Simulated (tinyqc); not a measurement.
Worked calculation: coupled-perturbed Hartree-Fock on RHF in the sto-6g basis, for H2O, spin multiplicity 1. One step of it, computed by the program tinyqc.

Task: Response to a field: uncoupled start. Field along z; U_ai = -mu_ai / (e_a - e_i), alpha = -4 sum U_ai mu_ai.

orbital energies (hartree): MO1 -20.512221, MO2 -1.331633, MO3 -0.631603, MO4 -0.498311, MO5 -0.411844, MO6 0.679074, MO7 0.779838

dipole integrals <a|z|i> (bohr):
```
,i1,i2,i3,i4,i5
a6,0.044035,-0.181744,-0.048056,-0.537324,0.000000
a7,-0.003104,0.016605,-0.675222,0.029868,0.000000
```

Give: uncoupled U; uncoupled polarisability.

Result:

uncoupled U:
```
,i1,i2,i3,i4,i5
a6,-0.002,0.090,0.037,0.456,0.000
a7,0.000,-0.008,0.478,-0.023,0.000
```

uncoupled polarisability = 2.349 bohr^3
